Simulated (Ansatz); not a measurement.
Mulliken charges of C₂H₃Cl₃ (`CC(Cl)(Cl)Cl`) from r2SCAN/def2-TZVPP in Ansatz (PBE0-D4/def2-TZVP geometry).

| atom | x (Å) | y (Å) | z (Å) | charge (e) |
| --- | --- | --- | --- | --- |
| C1 | -0.192 | -0.413 | 0.708 | -0.146 |
| C2 | 0.170 | 0.309 | -0.565 | 0.221 |
| Cl3 | -0.221 | 2.035 | -0.419 | -0.095 |
| Cl4 | -0.736 | -0.372 | -1.931 | -0.095 |
| Cl5 | 1.908 | 0.140 | -0.888 | -0.095 |
| H6 | -1.260 | -0.302 | 0.895 | 0.070 |
| H7 | 0.053 | -1.470 | 0.606 | 0.070 |
| H8 | 0.370 | 0.014 | 1.538 | 0.070 |

Q: By hand: the dipole of these point charges (1 e Å = 4.8032 D).

A: Σ q r = (-0.083, -0.166, 0.292) e Å, of length 0.346 e Å = 1.66 D.

Q: How does the dipole of the full density compare? (An estimate is asked.)

A: The calculation gave: (-0.093, -0.184, 0.325) e Å, 1.85 D; the point charges give 0.90 times that, at 0° from its direction.

Point charges leave out the atoms' own dipoles, such as those of lone pairs, and Mulliken's split depends on the basis, so the close match here is no proof of good charges.
